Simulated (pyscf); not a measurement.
Structures and frequencies: ωB97X-D3(BJ)/def2-SVP in PySCF.

PBE/def2-TZVP puts the barrier of H₂P–GaH₂ -> HP=GaH + H₂ (elimination; singlet surface; H–P, Ga–H broken, H–H formed) at 2.10 eV and the reaction energy at +1.21 eV, from the reactant's lowest minimum found. What do B3LYP-D3(BJ)/def2-TZVP, PBE0-D3(BJ)/def2-TZVP, ωB97M-D3(BJ)/def2-TZVP give on the same structures?

B3LYP-D3(BJ): ΔE‡ = 2.42 eV, ΔE = +1.29 eV; PBE0-D3(BJ): ΔE‡ = 2.35 eV, ΔE = +1.41 eV; ωB97M-D3(BJ): ΔE‡ = 2.56 eV, ΔE = +1.42 eV. PBE's barrier lies under all of them, by 0.25 to 0.46 eV. Its reaction energy lies under all of them, by 0.09 to 0.21 eV. At the saddle there is also a short Ga–H contact that neither side keeps. HP=GaH lies 0.76 eV over its isomer H₂P–Ga [singlet] (electronic energy, ωB97M-D3(BJ)/def2-TZVP). One saddle was located; it need not be the lowest between these sides. Elements up to Kr have no core potential and no relativistic terms here.
